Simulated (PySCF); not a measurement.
**CH₂ + 3 F₂ → CF₄ + 2 HF**

Level: PBE0 in the def2-TZVP basis family, all electrons, no relativity, computed in PySCF with density fitting; open shells unrestricted.

```
species                           state and structure  ZPE (kJ/mol)  H(298 K) − H(0) (kJ/mol)  S° (J/(mol K))
    CH₂  triplet, C2v, C–H 1.079 Å (×2); H–C–H 134.8°          45.5                      10.0           195.3
     F₂                     singlet, D∞h, F–F 1.376 Å           6.6                       8.7           201.9
    CF₄                 singlet, Td, C–F 1.318 Å (×4)          45.4                      12.7           261.2
     HF                     singlet, C∞v, H–F 0.920 Å          24.9                       8.7           173.6
```

(1) Is the gas-phase reaction uphill or downhill in electronic energy at this level, and by how much?

(2) Add zero-point, thermal and entropy terms for 298.15 K and 1 bar.

Answers

(1) At PBE0/def2-TZVP, ΔE = -1879.7 kJ/mol, downhill. 

(2) ΔZPE = 29.9 and Δ[H(298) − H(0)] = -6.0 kJ/mol give ΔH° = -1855.8 kJ/mol. ΔS° = -192.6 J/(mol K), so ΔG° = -1855.8 − 298.15 × (-0.1926) = -1798 kJ/mol.

Only the bonding shown was studied: isomers, or loss of a ligand pair, can lie lower.
